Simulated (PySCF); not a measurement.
PySCF input:

```python
from pyscf import gto, scf, mp, cc as ccmod

mol = gto.M(
    atom='''
    C     0.00340141   -0.00638779   -1.24205632
    Si   -0.00173623    0.00326060    0.63399891
    H     0.01183572   -1.02821844   -1.62563804
    H    -0.88242631    0.49513333   -1.63592148
    H     0.88398944    0.50792232   -1.63114986
    H    -0.01319887    1.39426270    1.14918674
    H    -1.20047879   -0.69691575    1.15669009
    H     1.20417751   -0.67950585    1.16318579
    ''',
    basis='cc-pvdz',
    charge=0,
    spin=0,
    verbose=4,
)

mf = scf.RHF(mol)
mf.conv_tol = 1e-10
mf.max_cycle = 100
mf.kernel()
mp2 = mp.MP2(mf, frozen=6).run()
cc = ccmod.CCSD(mf, frozen=6)
cc.max_cycle = 100
cc.kernel()
et = cc.ccsd_t()
print(f'E(CCSD(T)) = {cc.e_tot + et:.9f}')
```

Problem. What final total energy does it print?

Solution. -330.60006 Eh (CCSD(T)/cc-pVDZ).
